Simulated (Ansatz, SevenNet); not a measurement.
For fcc Pd, the machine-learned potential SevenNet-0 (trained on PBE and PBE+U data) gives:

| Item | Result |
|---|---|
| lattice parameter a | 3.955 Å |
| elastic constant C11 | 193 GPa |
| elastic constant C44 | 72.9 GPa |
| Voigt–Reuss–Hill shear modulus | 45.0 GPa |

**Question.** What does r²SCAN in Ansatz (PAW) give for the same quantities?

**Answer.** 
- lattice constant a: 3.908 Å (falls by 1.2 %)
- elastic constant C11: 213 GPa (goes up by 10 %)
- elastic constant C44: 60.1 GPa (drops by 18 %)
- Voigt–Reuss–Hill shear modulus: 39.5 GPa (decreases by 12 %)

For comparison: lattice constant a 3.876 Å (measured, static lattice: zero-point anharmonic expansion removed; as tabulated in Mejia-Rodriguez and Trickey (2018), arXiv:1807.09216); elastic constant C11 234 GPa (measured, 0 K, extrapolated to 0 K; zero-point effects included; as tabulated in Malica and Corso (2021), arXiv:2109.00459); elastic constant C44 71.2 GPa (measured, 0 K, extrapolated to 0 K; zero-point effects included; as tabulated in Malica and Corso (2021), arXiv:2109.00459).

Changes are worked out from the printed values.

Unless a cell is named, each level is at its own relaxed cell (SevenNet-0 15.47, r²SCAN 14.93 Å³/atom).

Ansatz's density-functional and Hartree–Fock values are scalar-relativistic unless marked +SOC, with PAW data made under PBE.

Ansatz is a program for electronic structure.
